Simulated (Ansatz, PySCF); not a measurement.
Reaction: CH4O (methanol, SMILES CO) → CH4O+ (parent SMILES CO, doublet) + e-
Each species at its own B3LYP-D3(BJ)/def2-TZVP minimum (Ansatz, a program for electronic structure).

Quantity: adiabatic ionisation energy (0 K, zero-point energies from PySCF's Hessians at B3LYP-D3(BJ)/def2-TZVP), in eV. Radicals and triplets start from unrestricted determinants; spin-orbit coupling is neglected. CBS(X,Y): correlation extrapolated as X^-3, Hartree-Fock from the larger set (Q,5: extrapolated as (X+1)exp(-9√X)). A bracket is a step between two methods taken in the basis named. The functionals are non-relativistic, so their misses hold any scalar relativity. Double hybrids freeze cores in their MP2 part. 'core' is core correlation in cc-pwCVTZ, 'X2C' scalar relativity in cc-pVTZ-DK, both at CCSD(T).

Measured: 10.84 eV (CCCBDB table in ASE).

### Question
What does PBE/def2-TZVPD (Ansatz) give here, and how do the other levels compare?

### Answer
PBE gives 10.33 eV, 0.51 eV below it. Errors of the others: r2SCAN/def2-TZVPD (Ansatz) -0.46; B3LYP/def2-TZVPD (Ansatz) -0.25; wB97M-V/def2-TZVPD (Ansatz) -0.24; B2PLYP/def2-TZVPD (Ansatz) -0.20; CCSD(T)/CBS(cc-pVQZ,cc-pV5Z) + core + X2C (Ansatz) 0.05; CCSD(T)/CBS(cc-pVQZ,cc-pV5Z) + [CCSDT(Q) - CCSD(T)]/cc-pVDZ + core + X2C (Ansatz) 0.04 eV. Nearer than PBE: r2SCAN/def2-TZVPD, B3LYP/def2-TZVPD, wB97M-V/def2-TZVPD, B2PLYP/def2-TZVPD, CCSD(T)/CBS(cc-pVQZ,cc-pV5Z) + core + X2C, CCSD(T)/CBS(cc-pVQZ,cc-pV5Z) + [CCSDT(Q) - CCSD(T)]/cc-pVDZ + core + X2C.
